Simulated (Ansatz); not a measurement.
# MgO: one species, many methods

One table from this session's results is given with a row withheld; the runs are named, their logs left out.

Method: functionals in def2-TZVPP, the program's frozen cores in correlated methods; program: Ansatz 0.2.0, Gaussian basis.

Levels to be run: LDA (SPW92), PBE-D4, revPBE-D4, BLYP-D4, r2SCAN-D4, B97M-V, PBE0-D4, B3LYP-D4, r2SCANh-D4, r2SCAN0-D4, HSE06-D4, BHLYP-D4, CAM-B3LYP-D4, LC-ωPBE, ωB97X-V, ωB97M-V, B2PLYP, PBE-QIDH; CCSD(T)/def2-SVP; CCSD(T)/def2-TZVPP; CCSD(T)/def2-QZVPP; extrapolation to the limit; RPA on PBE.

**Structure used throughout**

All runs share one geometry, relaxed beforehand with PBE0-D4 in a triple-zeta def2 set.

2 atoms, charge 0, spin multiplicity 1.

Atoms are counted from 1 here; the program's logs count them from 0.

Bond lengths: O1–Mg2 1.733 Å.

Set-up of the first run:

Input file in.yaml:

```yaml
crystal:
  periodic: [false, false, false]
  atoms:
    - {symbol: O, position_ang: [0.000000, 0.000000, -0.045351]}
    - {symbol: Mg, position_ang: [-0.000000, -0.000000, 1.687321]}
basis:
  gaussian: {orbitals: def2-TZVPP}
hamiltonian: {xc: lda}
output: {orbitals: {seedname: orbitals}}
```

Command:

```console
> ansatz run in.yaml --threads 2 --pin off --events-out ev --progress --plain --max-ram 20480MiB --backend cpu
```

Steps of the session up to this table: LDA; PBE-D4 (GGA); revPBE-D4 (GGA); BLYP-D4 (GGA); r2SCAN-D4 (meta-GGA); B97M-V (meta-GGA); PBE0-D4 (hybrid); B3LYP-D4 (hybrid); r2SCANh-D4 (hybrid); r2SCAN0-D4 (hybrid); HSE06-D4 (hybrid); BHLYP-D4 (hybrid); CAM-B3LYP-D4 (range-separated); LC-ωPBE (range-separated); ωB97X-V (range-separated); ωB97M-V (range-separated); B2PLYP (double hybrid); PBE-QIDH (double hybrid).

One of the session's tables, all rows but one given; the rest of the session is left out.

It belongs to the step «Frontier levels by functional». 

```
  functional  HOMO (eV)  LUMO (eV)  gap (eV)
 LDA (SPW92)      -4.98      -4.44      0.53
      PBE-D4      -4.81      -4.28      0.53
   revPBE-D4      -4.74      -4.21      0.53
     BLYP-D4      -4.77      -4.26      0.51
   r2SCAN-D4      -4.96      -4.14      0.82
      B97M-V          ?          ?         ?
     PBE0-D4      -6.10      -3.59      2.51
    B3LYP-D4      -5.96      -3.85      2.11
  r2SCANh-D4      -5.46      -3.89      1.57
  r2SCAN0-D4      -6.22      -3.52      2.70
    HSE06-D4      -5.70      -3.95      1.75
    BHLYP-D4      -7.47      -2.95      4.52
CAM-B3LYP-D4      -7.52      -2.78      4.74
     LC-ωPBE      -8.57      -1.81      6.77
     ωB97X-V      -8.37      -1.83      6.54
     ωB97M-V      -8.43      -1.98      6.45
```

**Question.** Estimate the row for B97M-V.

As computed: HOMO (eV): -5.01; LUMO (eV): -4.20; gap (eV): 0.82. In the column «HOMO (eV)» it lies between r2SCANh-D4 (-5.46) and LDA (SPW92) (-4.98).
